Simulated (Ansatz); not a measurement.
A calculation with Ansatz (development build ahead of 0.2.0).

```yaml
crystal:
  periodic: [false, false, false]
  atoms:
    - { symbol: "N", position_ang: [0.0, 0.0, 0.0] }
    - { symbol: "N", position_ang: [1.1782, 0.0, 0.0] }
    - { symbol: H, position_ang: [1.645, 0.9366, 0.0] }
basis:
  gaussian: { orbitals: pcseg-2 }
magnetization:
  initial_magnetization: 1
hamiltonian:
  xc: r2scan
```

The input is written out in the form of the current development build from the run's settings.

The run gave:

```
Converged                       : yes
Total energy                    : -110.01362 hartree
Spin squared of the determinant : 0.750
Stability test                  : minimum among restricted orbitals
```
